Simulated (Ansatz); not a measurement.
Cost and result for the atomization energy of `CC1=CSC1` (11 atoms, 11 bonds).

```tsv
atom	x (Å)	y (Å)	z (Å)
C1	1.186	-0.820	-0.279
C2	0.005	-0.040	0.158
C3	-0.590	0.126	1.344
S4	-1.885	1.212	0.834
C5	-0.898	0.827	-0.673
H6	0.917	-1.559	-1.041
H7	1.634	-1.350	0.564
H8	1.952	-0.173	-0.718
H9	-0.394	-0.253	2.339
H10	-1.491	0.309	-1.429
H11	-0.437	1.721	-1.098
```

Total charge 0; spin multiplicity 1. The geometry is a stationary point of PBE0-D4/def2-TZVP. Program: Ansatz. All runs use 4 threads of an AMD EPYC 9R45 on a shared host. Times are those of one run each, without the atoms' runs, and a repeat can differ threefold. Electronic energies, without spin–orbit coupling; frozen cores. CCSD(T)/CBS adds CCSD(T) − MP2 in def2-TZVPP to the MP2 limit, and its time is that of the two runs behind it. T1 = 0.012. B3LYP takes the VWN-RPA correlation (the form of Gaussian; ORCA's B3LYP/G). HSE06 is the plane-wave form, built on full-range PBE exchange.

CCSD(T)/CBS is a level of theory with its own doubt, some kJ/mol a heavy atom from the limit and from the frozen cores, so smaller differences don't rank the functionals.

| level | functions | wall time |
| --- | --- | --- |
| LDA (SPW92)/def2-TZVPP | 250 | 0.6 s |
| revPBE-D4/def2-TZVPP | 250 | 0.85 s |
| BLYP-D4/def2-TZVPP | 250 | 0.85 s |
| BHLYP-D4/def2-TZVPP | 250 | 1.2 s |
| HSE06-D4/def2-TZVPP | 250 | 1.3 s |
| B3LYP-D4/def2-TZVPP (with forces) | 250 | 1.9 s |
| CCSD(T)/def2-SVP | 104 | 1.9 s |
| PBE-QIDH/def2-TZVPP | 250 | 2.1 s |
| B97M-V/def2-TZVPP | 250 | 2.8 s |
| ωB97M-V/def2-TZVPP (with forces) | 250 | 3.8 s |
| MP2/def2-QZVPP | 478 | 9.5 s |
| CCSD(T)/def2-TZVPP | 250 | 39 s |
| CCSD(T)/CBS(def2) | – | 48 s |

(1) What atomization energy does each give, and how far from CCSD(T)/CBS? (Best estimate.)

Results:

(1) Ansatz gave: 
| level | atomization (kcal/mol) | difference from CCSD(T)/CBS | per bond |
| --- | --- | --- | --- |
| LDA (SPW92)/def2-TZVPP | 1237.3 | 167.8 | 15.3 |
| revPBE-D4/def2-TZVPP | 1079.3 | 9.8 | 0.9 |
| BLYP-D4/def2-TZVPP | 1068.7 | -0.8 | -0.1 |
| BHLYP-D4/def2-TZVPP | 1038.0 | -31.5 | -2.9 |
| HSE06-D4/def2-TZVPP | 1087.0 | 17.5 | 1.6 |
| B3LYP-D4/def2-TZVPP (with forces) | 1070.1 | 0.6 | 0.1 |
| CCSD(T)/def2-SVP | 1020.9 | -48.6 | -4.4 |
| PBE-QIDH/def2-TZVPP | 1074.1 | 4.6 | 0.4 |
| B97M-V/def2-TZVPP | 1076.9 | 7.4 | 0.7 |
| ωB97M-V/def2-TZVPP (with forces) | 1075.7 | 6.2 | 0.6 |
| MP2/def2-QZVPP | 1079.8 | 10.3 | 0.9 |
| CCSD(T)/def2-TZVPP | 1042.9 | -26.6 | -2.4 |
| CCSD(T)/CBS(def2) | 1069.5 | 0.0 | 0.0 |

In def2-TZVPP, CCSD(T) changes the Hartree–Fock value by +262.5 kcal/mol (the triples alone add +18.8 kcal/mol) and MP2 by +283.8 kcal/mol; breaking electron pairs costs correlation energy, which Hartree–Fock lacks. From BLYP to BHLYP (50 % exact exchange), in def2-TZVPP and without D4, the atomization energy moves by −24.7 kcal/mol: exact exchange takes away binding that semilocal exchange gives to molecules. The D4 term adds +9.1 kcal/mol with B3LYP and +4.7 kcal/mol with PBE0; it sums over pairs of atoms, weighted by their polarisabilities, and B3LYP, whose exchange is more repulsive, gets the larger term.
